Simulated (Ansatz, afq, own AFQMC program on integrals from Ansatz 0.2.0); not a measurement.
CH$_{4}$O, triplet in cc-pVTZ, levels against AFQMC with the constraint released

```yaml
atoms:
  - { symbol: C, position_ang: [-1.1695, 0.0000, 0.0000] }
  - { symbol: H, position_ang: [-1.5327, 1.0273, 0.0000] }
  - { symbol: H, position_ang: [-1.5327, -0.5137, 0.8897] }
  - { symbol: H, position_ang: [-1.5327, -0.5137, -0.8897] }
  - { symbol: H, position_ang: [0.0645, 0.0000, 0.0000] }
  - { symbol: O, position_ang: [1.1635, 0.0000, 0.0000] }
```

Connectivity, by distances: CH3 ··· O, 1 bridging H.

Basis cc-pVTZ. Noble-gas cores (and the filled d shells of Ga–Kr and In–Xe) are frozen. Ansatz 0.2.0 and our own AFQMC program on the same integrals; the CISD trial comes from CCSD amplitudes, and released means the phaseless constraint is let go. Error bars are statistical, one sigma.

Determinant: UHF, the one that the program's search chose, which needn't be the lowest solution. The geometry is a point of a scan.

No full CI on the walks' own integrals is used here. The released AFQMC energy serves as the reference, which it does only where one determinant dominates, the energy is flat over the last release times and near the phaseless one (40 meV or 2 meV an electron, half that with transition metals). On small molecules, where full CI could be run and the noise was under 10 meV, such values lay within 10 meV of it in 19 cases of 20, a flattering rate, since the rule was set on those same cases; what remains of the bias isn't in the error bar.

Cautions: lower spins were not checked; the released value is read at 2.40 1/Eh (meV from the phaseless value at times in 1/Eh: -6 ± 8 at 0.24, -11 ± 5 at 0.51, -18 ± 6 at 0.99, -21 ± 11 at 1.62, -16 ± 9 at 2.40).

The T1 diagnostic is 0.0133, the weight of the determinant in the CISD state is 0.884 and the ⟨S²⟩ of the determinant is 2.038. The size of the correlated space is 14 electrons in 114 orbitals.

```csv
level,correlation energy (eV)
MP2,-10.1386
CCSD,-11.0727
CCSD(T),-11.4108
```

Q: Estimate where phaseless AFQMC with a CISD trial lies against CCSD(T) on the same integrals.

A: 17.8 ± 6.4 meV below CCSD(T).

Reference: AFQMC with the constraint released, correlation energy -11.445 ± 0.009 eV.

```csv
level,E − E(reference) (meV),share of correlation (%)
CCSD(T),33.8 ± 9.2,99.70
ph-AFQMC/HF,53.8 ± 30.6,99.53
ph-AFQMC/CISD,15.9 ± 11.2,99.86
```

A walk keeps the symmetry of its determinant, which the program's search chose and which needn't be the lowest solution, so a lower state of the same spin and another symmetry isn't excluded. Released energies are given only where the last usable release times agree within the noise; a slower fall can still hide under it.
